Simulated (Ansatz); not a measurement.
Isolated molecules relaxed with PBE0-D4/def2-TZVP in Ansatz; ΔE leaves out vibrations. CCSD(T)/CBS adds triple-zeta CCSD(T) − MP2 to the extrapolated MP2 energy (def2 sets, frozen cores). DFT in def2-TZVPP. B3LYP here is the variant with VWN-RPA as its local correlation; programs differ in this. Each species was taken in one conformer, which may not be the lowest.

`CC(=N)C=O` → `CCOC#N`  (isomerisation)

```tsv
level	ΔE (kJ/mol)	difference from CCSD(T)/CBS
revPBE-D4	40.0	10.5
BLYP-D4	35.4	5.9
B3LYP-D4	32.0	2.5
ωB97X-V	29.4	-0.1
PBE-QIDH	24.8	-4.7
PBE	36.6	7.1
revPBE	35.6	6.1
r2SCAN	32.0	2.5
B3LYP	30.1	0.6
HF/def2-SVP	22.8	-6.7
CCSD(T)/def2-SVP	34.5	5.0
HF/def2-TZVPP	16.1	-13.4
CCSD(T)/def2-TZVPP	26.9	-2.6
MP2/def2-QZVPP	19.6	-9.9
SCS-MP2/def2-QZVPP	19.9	-9.6
CCSD/CBS(def2)	26.7	-2.8
CCSD(T)/CBS	29.5	0
```

Largest T1 diagnostic among the species: 0.014.

From BLYP to BHLYP (50 % exact exchange), in def2-TZVPP and without D4, ΔE moves by −6.5 kJ/mol. At CCSD(T), def2-SVP lies +5.0 kJ/mol from the extrapolated value and def2-TZVPP −2.6 kJ/mol.
